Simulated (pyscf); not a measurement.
Single points on ωB97X-D3(BJ)/def2-SVP structures (PySCF, gas phase).

Question: Estimate the classical barrier height and the reaction energy of H₃C–NH–Si(NH₂)(NH₂)–OH + NH₃ -> H₃C–NH–Si(NH₂)(NH₂)–NH₂ + H₂O at ωB97M-D3(BJ)/def2-TZVP. The step runs on the singlet surface, breaks O–Si, H–N and forms N–Si, H–O; take the separated reactants as zero.

Answer: ΔE‡ = 119.4 kJ/mol, ΔE = +57.8 kJ/mol. Zero-point energy shifts the barrier by +2.3 kJ/mol. It is a four-centre exchange, with an imaginary mode of 1019i cm⁻¹. On the reactant side the descent ends in a complex (not fully relaxed), 25.9 kJ/mol under the separated species and 145.2 kJ/mol under the saddle at ωB97X-D3(BJ)/def2-TZVP. On the product side the descent ends in a bound adduct, 40.6 kJ/mol under the separated species and 103.4 kJ/mol under the saddle at ωB97X-D3(BJ)/def2-TZVP. One saddle was located; it need not be the lowest between these sides.
